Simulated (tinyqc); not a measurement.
Harmonic frequencies on the UHF/sto-3g surface (energies and gradients from PySCF), for NH3+, spin multiplicity 2, step by step. One step of it, computed by the program tinyqc.

Task: One row of the Hessian: 2Hx. Displace 2Hx by +/-0.005 bohr; H(k, :) = (g(+) - g(-)) / (2 delta).

optimised positions (bohr):
```
            x          y         z
1N   0.066146   0.009421  0.247552
2H   2.061094   0.053080  0.187988
3H  -0.970848   1.715023  0.217721
4H  -0.891831  -1.739729  0.336956
```

gradient at +delta (hartree/bohr):
```
              x            y            z
1N  -0.00260672  -0.00006445   0.00007495
2H   0.00258924   0.00005516  -0.00007609
3H   0.00000592  -0.00001882   0.00000147
4H   0.00001157   0.00002811  -0.00000034
```

gradient at -delta (hartree/bohr):
```
              x            y            z
1N   0.00265073   0.00002982  -0.00007577
2H  -0.00264366  -0.00004526   0.00007782
3H  -0.00000094   0.00001815  -0.00000147
4H  -0.00000613  -0.00000272  -0.00000059
```

Give: row of the Hessian.

Result:

row of the Hessian (hartree/bohr^2): 1Nx -0.525745, 1Ny -0.009428, 1Nz 0.015072, 2Hx 0.523290, 2Hy 0.010042, 2Hz -0.015391, 3Hx 0.000685, 3Hy -0.003697, 3Hz 0.000295, 4Hx 0.001770, 4Hy 0.003083, 4Hz 0.000024
